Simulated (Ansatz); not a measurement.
# Which is lower?

Two relaxed structures of B₂H₂Cl, doublet (PBE0-D4/def2-TZVP; forces vanish, vibrations not checked).

A:

```
5
angstrom
B -0.9056 0.2045 -0.4164
B 0.5523 0.0454 0.1780
Cl 0.9569 -1.4668 0.9986
H -1.9932 0.3224 -0.8595
H 1.3895 0.8944 0.0993
```

B:

```
atom    x (Å)    y (Å)    z (Å)
  B1  -0.7665   0.0432  -0.2945
  B2   0.6619   0.4869   0.0201
 Cl3   0.2618  -1.3265   0.6866
  H4  -1.8844  -0.1634  -0.6033
  H5   1.7273   0.9598   0.1911
```

Computed with Ansatz 0.2.0 (basis: def2-TZVPP); correlated methods freeze the cores; orbitals are unrestricted. B3LYP uses VWN-RPA correlation.

Task: Which structure is lower at CCSD(T), and by how much? (An estimate is asked for; the value comes from the calculation.)

Result: Computed: A, by 10.4 kJ/mol (electronic energy, against the other). By their contacts, A is B₂H₂Cl ([BH][BH][Cl]) and B is B₂H₂Cl ([BH]1[BH][Cl]1).

Task: Do the other methods give the same order? (A judgement: the text doesn't fix the answer.)

Result: The calculation gives: Not all: PBE-D4, r2SCAN-D4 give the other order.

```
   method  E(B) − E(A) (kJ/mol)
   PBE-D4                  -4.8
r2SCAN-D4                  -0.5
  PBE0-D4                   2.3
 B3LYP-D4                  13.0
  wB97M-V                   5.4
       HF                  51.8
      MP2                   5.2
     CCSD                  17.9
  CCSD(T)                  10.4
```

No T1 diagnostic of these runs exceeds 0.016. ⟨S²⟩ of the unrestricted Hartree–Fock references: 0.76 (a pure state has 0.75).

Labels in which every atom is bracketed show which atoms are joined, not bond orders.

For scale, one of the runs: CCSD(T)/def2-TZVPP, 132 basis functions, launched by `ansatz run in.yaml --threads 2 --pin off --events-out ev --progress --plain --max-ram 4352MiB`. Hardware: 2 CPU threads of an Arm Neoverse V1, shared host. Wall time 25 s; peak host memory 1.4 GiB.
